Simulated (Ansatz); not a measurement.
For PbSeO4 (P2₁/c, No. 14), LDA (PAW; Ansatz, a quantum-chemistry and plane-wave program) gives:

- equilibrium volume per atom = 14.27 Å³/atom
- enthalpy of formation = -1.177 eV/atom

Question: What does r²SCAN-D4 (Ansatz, plane waves, PAW) give for the same quantities?

Answer: 
- equilibrium volume per atom: 14.90 Å³/atom (increases by 4.4 %)
- formation enthalpy: -1.088 eV/atom (moves by +0.089 eV/atom)

For comparison: equilibrium volume per atom 14.95 Å³/atom (measured, temperature not stated, no zero-point or thermal correction, from a published cell, pressure not stated; COD 9014223: Zeitschrift f\"ur Kristallographie 176, 75 (1986)); formation enthalpy -1.052 eV/atom (measured, 298 K, copied from a table, unchecked, no zero-point or thermal correction; as tabulated in the CRC Handbook).

Changes are worked out from the printed values.

Unless a cell is named, each level is at its own relaxed cell (LDA 14.27, r²SCAN-D4 14.90 Å³/atom).

Levels without +SOC leave out spin–orbit coupling, which shifts energies and cells of such heavy elements.

Caveats: LDA has no dispersion term either, though it tends to give short spacings of layers, chains or molecules (LDA). Ansatz's density-functional and Hartree–Fock values are scalar-relativistic unless marked +SOC, with PAW data made under PBE.
